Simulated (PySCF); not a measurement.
Species: C3H2ClFO.
Bonds: O1–C2 (double), C2–C3 (double), C3–Cl4, C3–C5, C5–F6. Hydrogens: H7, H8 on C5.

The same species was optimised twice, with GFN2-xTB and with PBE0-D3(BJ)/def2-SVP (PySCF), and the same property calculations (PySCF, gas phase) were run on both structures.

```json
{"coordinate": "C2=C3 (Å)", "GFN2-xTB": "1.303", "PBE0-D3(BJ)/def2-SVP": "1.326", "change": "+0.023"}
{"coordinate": "C3–Cl4 (Å)", "GFN2-xTB": "1.758", "PBE0-D3(BJ)/def2-SVP": "1.739", "change": "-0.019"}
{"coordinate": "C3–C5 (Å)", "GFN2-xTB": "1.495", "PBE0-D3(BJ)/def2-SVP": "1.486", "change": "-0.009"}
{"coordinate": "C5–F6 (Å)", "GFN2-xTB": "1.377", "PBE0-D3(BJ)/def2-SVP": "1.371", "change": "-0.006"}
{"coordinate": "O1=C2 (Å)", "GFN2-xTB": "1.158", "PBE0-D3(BJ)/def2-SVP": "1.158", "change": "0.000"}
{"coordinate": "C2–C3–C5 (°)", "GFN2-xTB": "125.3", "PBE0-D3(BJ)/def2-SVP": "122.8", "change": "-2.5"}
{"coordinate": "Cl4–C3–C5 (°)", "GFN2-xTB": "118.3", "PBE0-D3(BJ)/def2-SVP": "119.8", "change": "+1.5"}
{"coordinate": "C3–C5–F6 (°)", "GFN2-xTB": "111.4", "PBE0-D3(BJ)/def2-SVP": "112.6", "change": "+1.2"}
{"coordinate": "C2–C3–Cl4 (°)", "GFN2-xTB": "116.0", "PBE0-D3(BJ)/def2-SVP": "117.2", "change": "+1.2"}
{"coordinate": "O1–C2–C3 (°)", "GFN2-xTB": "177.1", "PBE0-D3(BJ)/def2-SVP": "178.1", "change": "+1.0"}
{"coordinate": "C2–C3–C5–F6 (°)", "GFN2-xTB": "-82", "PBE0-D3(BJ)/def2-SVP": "-100", "change": "-18"}
```

Rotational constants: A = 2909, B = 2530, C = 1457 MHz (GFN2-xTB) against A = 3054, B = 2434, C = 1453 MHz (PBE0-D3(BJ)/def2-SVP). Point groups within 0.08 Å: C1 and C1.

On the GFN2-xTB structure: HOMO (eV) -7.29 [PBE0/pcSseg-1]; LUMO (eV) -2.40 [PBE0/pcSseg-1]; dipole (D) 1.73 [PBE0/pcSseg-1]; GIAO shielding of O1 (ppm) -99.1 [PBE0/pcSseg-1]; GIAO shielding of C2 (ppm) -22.5 [PBE0/pcSseg-1]; GIAO shielding of C3 (ppm) 126.1 [PBE0/pcSseg-1]; GIAO shielding of Cl4 (ppm) 855.8 [PBE0/pcSseg-1]; GIAO shielding of C5 (ppm) 99.6 [PBE0/pcSseg-1]; GIAO shielding of F6 (ppm) 388.0 [PBE0/pcSseg-1].

Question: What do these properties become on the PBE0-D3(BJ)/def2-SVP structure?

Answer: 
| property | level | on GFN2-xTB | on PBE0-D3(BJ)/def2-SVP | change |
| --- | --- | --- | --- | --- |
| HOMO (eV) | PBE0/pcSseg-1 | -7.29 | -7.22 | +0.07 |
| LUMO (eV) | PBE0/pcSseg-1 | -2.40 | -2.27 | +0.13 |
| dipole (D) | PBE0/pcSseg-1 | 1.73 | 1.74 | +0.01 |
| energy, GFN2-xTB geometry as zero (kcal/mol) | PBE0/pcSseg-1 | 0.0 | -1.0 | -1.0 |
| GIAO shielding of O1 (ppm) | PBE0/pcSseg-1 | -99.1 | -100.0 | -0.9 |
| GIAO shielding of C2 (ppm) | PBE0/pcSseg-1 | -22.5 | -24.9 | -2.4 |
| GIAO shielding of C3 (ppm) | PBE0/pcSseg-1 | 126.1 | 129.0 | +2.9 |
| GIAO shielding of Cl4 (ppm) | PBE0/pcSseg-1 | 855.8 | 882.8 | +27.0 |
| GIAO shielding of C5 (ppm) | PBE0/pcSseg-1 | 99.6 | 102.6 | +3.0 |
| GIAO shielding of F6 (ppm) | PBE0/pcSseg-1 | 388.0 | 394.0 | +6.0 |

The heavy atoms differ by 0.104 Å rms after alignment. Among bonds between heavy atoms C2=C3 changes most (+0.023 Å). Changes are differences of the printed values. Neither structure is proved a minimum here.

Conformer computed: `[O:1]=[C:2]=[C:3]([Cl:4])[CH2:5][F:6]`: C2–C3–C5–F6 -100°.
